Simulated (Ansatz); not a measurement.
# CHB (triplet): from Hartree-Fock to the top rungs, def2-QZVPP

One table from this session's results is given with a row withheld; the runs are named, their logs left out.

Program: Ansatz 0.2.0, Gaussian basis. Level of theory: def2-QZVPP, core rule «outside noble gas», up to 2 orbitals frozen. These are calculated values, not measurements.

To be run: UHF; ROHF; CCSD(T) on UHF.

2 further runs of the same task are left out: 2 set aside as unsound or not needed.

## The system

The geometry is a PBE0/def2-TZVP stationary point (not a proven minimum) of the parent state, kept for this charge and spin.

3 atoms, charge 0, spin multiplicity 3.

Atoms are counted from 1 here; the program's logs count them from 0.

Bond lengths: B1–C2 1.383 Å, C2–H3 1.083 Å. Angles: B1–C2–H3 134.1°.

Set-up of the first run:

The input, in.yaml:

```yaml
crystal:
  periodic: [false, false, false]
  atoms:
    - {symbol: B, position_ang: [0.000000, 0.084416, 0.783587]}
    - {symbol: C, position_ang: [0.000000, -0.120961, -0.584032]}
    - {symbol: H, position_ang: [0.000000, 0.535945, -1.445249]}
basis:
  gaussian: {orbitals: "def2-QZVPP.json"}
magnetization: {spin_polarized: true, initial_magnetization: 2}
hamiltonian: {xc: hf}
output: {orbitals: {seedname: orbitals}}
```

Run with:

```bash
$ ansatz run in.yaml --threads 1 --pin off --events-out ev --progress --plain --max-ram 2393MiB
```

Steps of the session up to this table: UHF; ROHF; CCSD(T) on UHF.

One of the session's tables, all rows but one given; the rest of the session is left out.

It belongs to the step «Misses and costs». 

| method | from UCCSD(T) (meV) |
| --- | --- |
| ROHF | +6609.2 |
| UHF | ? |
| UMP2 | +964.4 |
| UCCSD | +337.5 |
| UCCSD(T) | 0 |

Estimate the missing values for UHF.

The run gave: from UCCSD(T) (meV): +6484.9. In the column «from UCCSD(T) (meV)» it lies between UMP2 (+964.4) and ROHF (+6609.2).
